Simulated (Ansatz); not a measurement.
**Worked example: the barrier**

An elementary step of SiH2F2, singlet (SiH₂F₂ ([F][SiH2][F]) → SiF₂ + H₂; bonds formed: H2–H3; bonds broken: Si1–H2, Si1–H3). “Start” is the structure reached by relaxing down from the saddle towards the reactants; PBE0-D4/def2-TZVP structures. The saddle:

```
5
angstrom
Si -0.2330 -0.2736 0.3794
H 0.7714 0.1458 -1.0025
H 0.6952 -0.9903 -0.5289
F -1.5939 0.2952 -0.2143
F 0.3603 0.8229 1.3663
```

Ansatz 0.2.0; basis: def2-TZVPP and def2-QZVPP; cores frozen in the correlated methods.

Energies in eV:

| quantity | saddle | start |
| --- | --- | --- |
| Hartree–Fock, triple zeta (X = 3) | -13307.59237 | -13312.20669 |
| Hartree–Fock, quadruple zeta (X = 4) | -13308.13677 | -13312.74111 |
| MP2 correlation, X = 3 | -17.50917 | -16.95118 |
| MP2 correlation, X = 4 | -19.12233 | -18.55561 |
| CCSD(T) correlation, X = 3 | -18.58103 | -17.80579 |

(1) Work out the barrier at the basis limit: extrapolate Hartree–Fock as E(X) = E∞ + A exp(−7.88 √X) and the MP2 correlation as E(X) = E∞ + B X^−2.97 (the exponents that Neese and Valeev fitted for def2-TZVPP and QZVPP), then add CCSD(T) − MP2 in triple zeta.

No T1 diagnostic of these runs exceeds 0.016. The restricted Hartree–Fock reference is unstable towards an unrestricted one at one or more of these structures. A large double-excitation amplitude points to some diradical character; no triplet was computed.

Results:

(1) Each step is linear, so take the differences first (saddle − start): Hartree–Fock 4.61432 (X = 3) and 4.60434 (X = 4); MP2 correlation -0.55799 and -0.56672; CCSD(T) correlation -0.77524.
Two points give E∞ = E(4) + w [E(4) − E(3)], with w = 1/(exp(7.88 (2 − √3)) − 1) = 0.1377 for Hartree–Fock and w = 1/((4/3)^2.97 − 1) = 0.7407 for the correlation.
Hartree–Fock: 4.60434 + 0.1377 × (-0.00998) = 4.6030 eV.
MP2 correlation: -0.56672 + 0.7407 × (-0.00873) = -0.5732 eV.
CCSD(T) − MP2: -0.77524 − (-0.55799) = -0.2173 eV.
Sum: 4.6030 + (-0.5732) + (-0.2173) = 3.8125 eV, or 87.92 kcal/mol. Plain CCSD(T) in triple zeta gives 3.8391 eV, so the larger basis shifts the result by -0.0266 eV.

Losses and insertions of silylenes and their heavier kin drive the gas-phase chemistry of silicon and germanium vapour deposition.

Labels in which every atom is bracketed show which atoms are joined, not bond orders.

For scale, one of the runs: CCSD(T)/def2-TZVPP, 132 basis functions, launched by `ansatz run in.yaml --threads 2 --pin off --events-out ev --progress --plain --max-ram 4352MiB`. The run took 6.5 s on 2 CPU threads of an Intel Xeon 6975P-C (shared host), with 0.77 GiB of host memory at its peak.
